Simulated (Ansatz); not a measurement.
C₃H₆F₂ (`FCCCF`). Charge 0, multiplicity 1. All single points use the PBE0-D4/def2-TZVP geometry. It is one conformer, not always the lowest.

```xyz
11

F    -0.143   -1.209   -2.091
C     0.049   -1.017   -0.735
C    -0.121    0.445   -0.398
C     0.102    0.727    1.066
F    -0.844    0.065    1.833
H     1.059   -1.364   -0.489
H    -0.677   -1.634   -0.201
H    -1.123    0.774   -0.686
H     0.597    1.035   -0.976
H     1.088    0.383    1.397
H     0.013    1.795    1.278
```

(1) What is the dipole moment at PBE/def2-TZVPP? (Estimate.)

(2) And with r2SCAN, B3LYP, ωB97M-V? (Best estimate.)

(3) Give the Mulliken charges with PBE, r2SCAN, ωB97M-V in def2-TZVPP. (An estimate is asked.)

## Answers

(1) Computed: 1.80 D, with components (1.23, 1.18, 0.58) D in this frame, pointing from negative to positive charge.

(2) Ansatz gave: r2SCAN 1.88 D, B3LYP 1.94 D, ωB97M-V 1.93 D.

(3) Ansatz gave: 
```json
{"atom": "F1", "PBE": "-0.21", "r2SCAN": "-0.25", "ωB97M-V": "-0.24"}
{"atom": "C2", "PBE": "0.05", "r2SCAN": "0.16", "ωB97M-V": "0.04"}
{"atom": "C3", "PBE": "-0.10", "r2SCAN": "-0.02", "ωB97M-V": "-0.16"}
{"atom": "C4", "PBE": "0.03", "r2SCAN": "0.15", "ωB97M-V": "0.02"}
{"atom": "F5", "PBE": "-0.21", "r2SCAN": "-0.25", "ωB97M-V": "-0.24"}
{"atom": "H6", "PBE": "0.06", "r2SCAN": "0.03", "ωB97M-V": "0.08"}
{"atom": "H7", "PBE": "0.08", "r2SCAN": "0.05", "ωB97M-V": "0.11"}
{"atom": "H8", "PBE": "0.08", "r2SCAN": "0.03", "ωB97M-V": "0.10"}
{"atom": "H9", "PBE": "0.06", "r2SCAN": "0.02", "ωB97M-V": "0.09"}
{"atom": "H10", "PBE": "0.07", "r2SCAN": "0.03", "ωB97M-V": "0.09"}
{"atom": "H11", "PBE": "0.08", "r2SCAN": "0.04", "ωB97M-V": "0.11"}
```

B3LYP here is the variant with VWN-RPA as its local correlation; programs differ in this.
